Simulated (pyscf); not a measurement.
Structures and frequencies: ωB97X-D3(BJ)/def2-SVP in PySCF.

Question: For the elementary gas-phase step HO–SiH₃ (SMILES O[SiH3]) -> O=SiH₂ (SMILES O=[SiH2]) + H₂ (SMILES [H][H]) (singlet surface; H–O, H–Si broken, H–H formed), what barrier and reaction energy does ωB97M-D3(BJ)/def2-TZVP give, measured from the reactant's lowest minimum found?

Answer: ΔE‡ = 285.9 kJ/mol, ΔE = +205.6 kJ/mol. Zero-point energy shifts the barrier by -12.9 kJ/mol. It is an elimination, with an imaginary mode of 1468i cm⁻¹. At the saddle there is also a short H–Si contact that neither side keeps. This is the saddle that the search found; another between the same sides may lie lower.
